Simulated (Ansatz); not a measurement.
bcc Fe was calculated with PBE (Ansatz, a quantum-chemistry and plane-wave program, PAW).

Settings: plane-wave cutoff 520 eV, 32×32×32 k mesh, Fermi–Dirac smearing 0.043 eV (set by the program), spin-polarised with parallel moments, scalar-relativistic PAW data made under PBE.

Computed at the level's own relaxed cell.

Hill averages of the elastic tensor: K = 189.7 GPa, G = 86.9 GPa. Volume 11.343 Å³/atom, mean atomic mass 55.845 u.

Question: Work out the density, the sound velocities of a polycrystal and the elastic Debye temperature, and Pugh's ratio at this level.

Answer: ρ = 1.66054 × 55.845/11.343 = 8.175 g/cm³. v_l = √[(K + 4G/3)/ρ] = 6.114 km/s and v_t = √(G/ρ) = 3.260 km/s. The mean follows from 3/v_m³ = 1/v_l³ + 2/v_t³: v_m = 3.642 km/s. Θ_D = (ħ/k_B) v_m (6π²/V)^(1/3) = 76.38 K Å s/km × 3.642 × 1.7348 Å⁻¹ = 483 K, counting all atoms of the cell. K/G = 2.18, to be set beside Pugh's rough bound of 1.75 between brittle and ductile metals.
